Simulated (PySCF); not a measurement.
Bond curve of SiB⁺

Set-up: basis Si def2-TZVP, B def2-TZVP; no relativity; PySCF 2.14. Energies in eV from Si⁺ + B in their ground configurations at the same level. State: ³Π (triplet), unpaired electrons σ ↑, π ↑.

All columns are PBE0. A positive dipole points towards B; it is taken about the centre of mass and depends on that origin.

```json
{"R (Å)": "1.805", "E (eV)": "-2.195", "μ (D)": "0.72", "Mulliken charge on Si (basis-dependent)": "0.57", "HOMO (eV)": "-13.75", "LUMO (eV)": "-11.85", "Mayer bond order": "1.41", "⟨S²⟩": "2.00"}
{"R (Å)": "1.889", "E (eV)": "-2.543", "μ (D)": "0.65", "Mulliken charge on Si (basis-dependent)": "0.61", "HOMO (eV)": "-13.68", "LUMO (eV)": "-11.56", "Mayer bond order": "1.40", "⟨S²⟩": "2.00"}
{"R (Å)": "1.973", "E (eV)": "-2.730", "μ (D)": "0.60", "Mulliken charge on Si (basis-dependent)": "0.64", "HOMO (eV)": "-13.61", "LUMO (eV)": "-11.30", "Mayer bond order": "1.37", "⟨S²⟩": "2.00"}
{"R (Å)": "2.036", "E (eV)": "-2.794", "μ (D)": "0.58", "Mulliken charge on Si (basis-dependent)": "0.65", "HOMO (eV)": "-13.43", "LUMO (eV)": "-11.12", "Mayer bond order": "1.35", "⟨S²⟩": "2.01"}
{"R (Å)": "2.099", "E (eV)": "-2.811", "μ (D)": "0.57", "Mulliken charge on Si (basis-dependent)": "0.66", "HOMO (eV)": "-13.23", "LUMO (eV)": "-10.96", "Mayer bond order": "1.32", "⟨S²⟩": "2.01"}
{"R (Å)": "2.162", "E (eV)": "-2.794", "μ (D)": "0.57", "Mulliken charge on Si (basis-dependent)": "0.66", "HOMO (eV)": "-13.04", "LUMO (eV)": "-10.81", "Mayer bond order": "1.29", "⟨S²⟩": "2.01"}
{"R (Å)": "2.246", "E (eV)": "-2.733", "μ (D)": "0.61", "Mulliken charge on Si (basis-dependent)": "0.66", "HOMO (eV)": "-12.82", "LUMO (eV)": "-10.63", "Mayer bond order": "1.23", "⟨S²⟩": "2.01"}
{"R (Å)": "2.351", "E (eV)": "-2.622", "μ (D)": "0.71", "Mulliken charge on Si (basis-dependent)": "0.65", "HOMO (eV)": "-12.58", "LUMO (eV)": "-10.43", "Mayer bond order": "1.15", "⟨S²⟩": "2.01"}
{"R (Å)": "2.477", "E (eV)": "-2.468", "μ (D)": "0.90", "Mulliken charge on Si (basis-dependent)": "0.62", "HOMO (eV)": "-12.34", "LUMO (eV)": "-10.21", "Mayer bond order": "1.05", "⟨S²⟩": "2.01"}
{"R (Å)": "2.645", "E (eV)": "-2.258", "μ (D)": "1.23", "Mulliken charge on Si (basis-dependent)": "0.60", "HOMO (eV)": "-12.08", "LUMO (eV)": "-9.94", "Mayer bond order": "0.91", "⟨S²⟩": "2.02"}
```

A fit through these points gives, at Re = 2.095 Å, μ = 0.57 D and dμ/dR = -0.0431 D/Å; the reduced mass is 7.9 u.

Task: How strong is the fundamental in the double-harmonic approximation, I = 42.26·(dμ/dR)²/μred km/mol?

Result: I = 42.26·(-0.0431)²/7.9 = 0.00994 km/mol at PBE0.

For an ion De counts to the pair picked by the measured ionisation energies or electron affinities, which need not be the lowest pair at this level. The state was picked by a PBE0 search and need not be the measured ground state.
